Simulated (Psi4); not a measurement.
# A workflow on NOF (nitrosyl fluoride), part 2 of 2

Psi4 1.11. The steps go on from the part before.

### 3 The harmonic vibrations at BP86/cc-pVTZ (density fitting) (run 2)

Contents of job.py:

```python
import psi4

psi4.set_memory('1600 MB')
psi4.set_num_threads(1)
psi4.core.set_output_file('run.log', False)

geom = psi4.geometry("""
0 1
O      1.69841214     0.42978230     0.98230610
N      0.30785906    -0.94322656     0.06768621
F     -1.99328312     0.50009901    -1.04428911
units au
symmetry c1
""")

psi4.set_options(dict(basis='cc-pVTZ', t=298.15, rotational_symmetry_number=1))

E = psi4.frequency('BP86')
print('E =', round(E, 9))
for k in ('ZPVE', 'ENTHALPY', 'GIBBS FREE ENERGY'):
    print(f'{k}: {psi4.variable(k):.8f} Eh')
for k, v in sorted(psi4.core.scalar_variables().items()):
    print(f'{k:45s} {v:18.10f}')
```

Started as:

```console
python job.py
```

run.log, cut to the lines that bear on the results:

```text
[...]
  Running in c1 symmetry.
[...]
  Nuclear repulsion =   64.512888092903225
[...]
  Multiplicity = 1
[...]
  Nalpha       = 12
  Nbeta        = 12
[...]
    Number of basis functions: 90
[...]
   @DF-RKS iter   1:  -229.75839122976259   -2.96818e-01   5.19911e-03 DIIS/ADIIS
[...]
   @DF-RKS iter  11:  -229.82171002253787   -1.29603e-11   3.82602e-09 DIIS
[...]
  @DF-RKS Final Energy:  -229.82171002253787
   => Energetics <=
    Nuclear Repulsion Energy =             64.5128810954739293
    One-Electron Energy =                -444.4737969637603214
    Two-Electron Energy =                 175.9143829820339135
    DFT Exchange-Correlation Energy =     -25.7751771362853823
    Empirical Dispersion Energy =           0.0000000000000000
    VV10 Nonlocal Energy =                  0.0000000000000000
    Total Energy =                       -229.8217100225378715
[...]
 Multipole Moments:
 ------------------------------------------------------------------------------------
     Multipole            Electronic (a.u.)      Nuclear  (a.u.)        Total (a.u.)
 ------------------------------------------------------------------------------------
 L = 1.  Multiply by 2.5417464519 to convert [e a0] to [Debye]
 Dipole X            :         -0.4562996            1.0550814            0.5987818
 Dipole Y            :          0.0615014           -0.2158628           -0.1543615
 Dipole Z            :         -0.0001310            0.0003715            0.0002404
 Magnitude           :                                                    0.6183584
[...]
  -Total Gradient:
     Atom            X                  Y                   Z
    ------   -----------------  -----------------  -----------------
       1        0.000045476320     0.000131013140    -0.000000114456
       2       -0.000167663464    -0.000173686061     0.000000134359
       3        0.000110734083     0.000000574382     0.000000017387
[...]
  ==> Harmonic Vibrational Analysis <==
[...]
  Freq [cm^-1]                 507.4669            773.9187           1859.2038
[...]
  IR activ [km/mol]            76.4681             152.6485            226.2871
[...]
  Total E_0, Enthalpy at 0 [K]                                                         -229.81455523 [Eh]
[...]
  Total H, Enthalpy at  298.15 [K]                                                     -229.81047251 [Eh]
[...]
  Total G, Gibbs energy at  298.15 [K]                                                 -229.83868897 [Eh]
[...]
```

The script printed:

```text
Warning: used thermodynamics relations inappropriate for low-frequency modes: ['507.4669']
E = -229.821710023
ZPVE: 0.00715479 Eh
ENTHALPY: -229.81047251 Eh
GIBBS FREE ENERGY: -229.83868897 Eh
CURRENT ENERGY                                   -229.8217100226
CURRENT REFERENCE ENERGY                         -229.8217100226
DD SOLVATION ENERGY                                 0.0000000000
DFT FUNCTIONAL TOTAL ENERGY                      -229.8217100226
DFT TOTAL ENERGY                                 -229.8217100226
DFT VV10 ENERGY                                     0.0000000000
DFT XC ENERGY                                     -25.7751773513
ENTHALPY                                         -229.8104725108
ENTHALPY CORRECTION                                 0.0112375118
FINDIF NUMBER                                      13.0000000000
GIBBS FREE ENERGY                                -229.8386889691
GIBBS FREE ENERGY CORRECTION                       -0.0169789465
GRID ELECTRONS ALPHA                               12.0000034160
GRID ELECTRONS BETA                                12.0000034160
GRID ELECTRONS TOTAL                               24.0000068319
NUCLEAR REPULSION ENERGY                           64.5128880929
ONE-ELECTRON ENERGY                              -444.4738103387
PCM POLARIZATION ENERGY                             0.0000000000
PE ENERGY                                           0.0000000000
SCF ITERATION ENERGY                             -229.8217100226
SCF ITERATIONS                                     11.0000000000
SCF TOTAL ENERGY                                 -229.8217100226
THERMAL ENERGY                                   -229.8114166954
THERMAL ENERGY CORRECTION                           0.0102933273
TWO-ELECTRON ENERGY                               175.9143895745
ZERO K ENTHALPY                                  -229.8145552336
ZPVE                                                0.0071547890
```

It took 23 s on 1 thread of AMD EPYC 9R45 (Zen 5), shared host; peak memory 0.41 GiB.

### 4 The energy at CCSD(T)/cc-pVDZ (run 3)

Contents of fno.inp:

```
memory 1600 mb

molecule {
  0 1
  O      0.898761     0.227431     0.519814
  N      0.162912    -0.499134     0.035818
  F     -1.054800     0.264641    -0.552614
}

set globals {
  basis       cc-pVDZ
  scf_type    pk
  freeze_core true
}

energy("ccsd(t)")
```

Started as:

```console
psi4 -n 1 fno.inp fno.out
```

fno.out, cut to the lines that bear on the results:

```text
[...]
  Running in cs symmetry.
[...]
  Nuclear repulsion =   64.512888089333856
[...]
  Multiplicity = 1
[...]
  Nalpha       = 12
  Nbeta        = 12
[...]
    Number of basis functions: 42
[...]
   @RHF iter   1:  -228.53221653273030   -8.17371e-01   1.50613e-02 DIIS/ADIIS
[...]
   @RHF iter  14:  -228.62771413771640   -3.97904e-13   5.49652e-09 DIIS
[...]
    Orbital Energies [Eh]
    ---------------------
    Doubly Occupied:
       1Ap   -26.284096     2Ap   -20.754305     3Ap   -15.874898
       4Ap    -1.697273     5Ap    -1.536967     6Ap    -0.994420
       7Ap    -0.793435     8Ap    -0.778127     1App   -0.734463
       9Ap    -0.609050     2App   -0.603406    10Ap    -0.504836
[...]
  @RHF Final Energy:  -228.62771413771640
   => Energetics <=
    Nuclear Repulsion Energy =             64.5128880893338561
    One-Electron Energy =                -443.9506497872237674
    Two-Electron Energy =                 150.8100475601735297
    Total Energy =                       -228.6277141377163957
[...]
 Multipole Moments:
 ------------------------------------------------------------------------------------
     Multipole            Electronic (a.u.)      Nuclear  (a.u.)        Total (a.u.)
 ------------------------------------------------------------------------------------
 L = 1.  Multiply by 2.5417464519 to convert [e a0] to [Debye]
 Dipole X            :         -0.3183530            1.0550814            0.7367284
 Dipole Y            :         -0.1352590           -0.2158628           -0.3511219
 Dipole Z            :          0.0000000            0.0000000            0.0000000
 Magnitude           :                                                    0.8161221
[...]
      * MP2 total energy                      = -229.183962643628803
[...]
      * CCSD total energy                     = -229.182477865658228
[...]
      * CCSD(T) total energy                  = -229.203884507629397
[...]
```

Wall time 4.2 s (1 thread of AMD EPYC 9R45 (Zen 5), shared host); peak memory 0.22 GiB.

### 5 Results

The summary covers parts 1 to 2.

| quantity | value |
| --- | --- |
| run 1, BP86/cc-pVTZ: total energy at the end | -229.82171 Eh |
| run 1, BP86/cc-pVTZ: dipole moment | 1.57 D |
| run 1, BP86/cc-pVTZ: HOMO energy | -8.27 eV |
| run 1, BP86/cc-pVTZ: LUMO energy | -4.79 eV |
| run 1, BP86/cc-pVTZ: HOMO–LUMO gap | 3.48 eV |
| run 2, BP86/cc-pVTZ: lowest harmonic wavenumber | 507 cm⁻¹ |
| run 2, BP86/cc-pVTZ: highest harmonic wavenumber | 1859 cm⁻¹ |
| run 2, BP86/cc-pVTZ: zero-point energy | 18.8 kJ/mol |
| run 2, BP86/cc-pVTZ: ideal-gas entropy at 298.15 K (symmetry number 1 as used) | 59.4 cal/(mol K) |
| run 3, CCSD(T)/cc-pVDZ: total energy | -229.20388 Eh |
| run 3, CCSD(T)/cc-pVDZ: HOMO energy (Hartree–Fock orbitals) | -13.74 eV |
| run 3, CCSD(T)/cc-pVDZ: LUMO energy (Hartree–Fock orbitals) | 1.38 eV |
| run 3, CCSD(T)/cc-pVDZ: HOMO–LUMO gap (Hartree–Fock orbitals) | 15.12 eV |
| run 3, CCSD(T)/cc-pVDZ: correlation energy (3 core orbitals frozen) | -576.2 mEh |
| run 3, CCSD(T)/cc-pVDZ: (T) correction | -21.41 mEh |
| run 3, CCSD(T)/cc-pVDZ: T1 diagnostic | 0.022 |

What this shows: The optimisation (run 1, BP86/cc-pVTZ) took 5 steps and changed the energy by -0.029 eV. All 3 modes (run 2, BP86/cc-pVTZ) are real, so the shape is a minimum at this level. The T1 diagnostic (run 3, CCSD(T)/cc-pVDZ) of 0.022 is above the customary mark for such species, so a single reference may not serve. The triples (run 3, CCSD(T)/cc-pVDZ) make up 3.7 % of the correlation energy.
